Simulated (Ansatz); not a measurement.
## C2H6Al (SMILES [CH3][Al][CH3]): the vertical energy of the quartet above the doublet from total energies

C2H6Al: 9 atoms, total charge 0, spin state doublet. SMILES: `[CH3][Al][CH3]`. The shape is that of a PBE0-D4/def2-TZVP optimisation.

Both states at this one shape; open shells run unrestricted unless said. 1 Eh = 27.2114 eV.

| level | program | doublet C2H6Al (Eh) | quartet C2H6Al (Eh) |
| --- | --- | --- | --- |
| UBLYP/def2-SVPD | Ansatz | -322.027138 | -321.857893 |
| UCAM-B3LYP/def2-SVPD | Ansatz | -322.032086 | -321.851808 |

Work out the vertical gap, second state less first, at each level.


1. UBLYP/def2-SVPD: -321.857893 − (-322.027138) = 0.169245 Eh = 4.61 eV.
2. UCAM-B3LYP/def2-SVPD: -321.851808 − (-322.032086) = 0.180278 Eh = 4.91 eV.

No measured value is set beside it here; the levels span 4.61 to 4.91 eV.
